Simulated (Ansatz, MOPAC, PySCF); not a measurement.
Molecule: SiCl$_{3}$, net charge 0, doublet state. SMILES: [Si](Cl)(Cl)Cl
Coordinates optimised at B3LYP-D3(BJ)/def2-TZVP (Ansatz, a quantum-chemistry and plane-wave program):
```xyz
4

Si     0.3143     0.3107     0.3116
Cl    -0.8706    -0.8817     1.4995
Cl     1.4921    -0.8763    -0.8886
Cl    -0.8803     1.5021    -0.8675
```
Charge 0, spin multiplicity 2.

Unscaled harmonic wavenumbers (cm⁻¹) in rising order, each level at the stationary point that it reaches from this structure (no distance between atoms moves by over 0.3 Å); the order of modes can differ between levels, and a negative number is imaginary. B3LYP-D3(BJ)/def2-TZVP (PySCF, at the structure above): 161, 161, 234, 456, 565, 565.

AM1 (MOPAC): 139, 139, 176, 369, 499, 499. Zero-point energy 2.6 against 3.1 kcal/mol.

PM3 (MOPAC): 127, 127, 183, 322, 397, 397. Zero-point energy 2.2 against 3.1 kcal/mol.

HF/6-31G* (Ansatz): 180, 180, 261, 502, 621, 621. Zero-point energy 3.4 against 3.1 kcal/mol.

B3LYP/6-31G* (Ansatz): 160, 160, 234, 451, 564, 564. Zero-point energy 3.0 against 3.1 kcal/mol.
